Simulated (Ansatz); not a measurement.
The input, for Ansatz 0.2.0:

```yaml
crystal:
  periodic: [false, false, false]
  atoms:
    - {symbol: Al, position_ang: [-0.020104, 0.004134, 0.591811]}
    - {symbol: C, position_ang: [0.047018, -0.012010, -1.200038]}
    - {symbol: H, position_ang: [0.210544, 0.047302, 2.100059]}
    - {symbol: H, position_ang: [-0.095129, 0.896994, -1.795499]}
    - {symbol: H, position_ang: [-0.137514, -0.911843, -1.846987]}
basis:
  gaussian: {orbitals: cc-pVDZ}
correlation: {method: sc_nevpt2, electrons: outside_noble_gas, active_space: {window: {electrons: 2, orbitals: 2}}}
magnetization: {spin_polarized: true, initial_magnetization: 0}
```

```sh
$ ansatz run in.yaml --threads 1 --pin off --events-out ev --progress --plain --max-ram 2393MiB
```

Problem. What does the program do with this input?

Solution. Refused. The input was made wrong on purpose (active space on unrestricted orbitals), so the run isn't a sound calculation of what was asked.
```
Error: invalid value for `correlation.active_space`: it starts from restricted Hartree–Fock orbitals; set hamiltonian.xc: hf without magnetization.spin_polarized
```
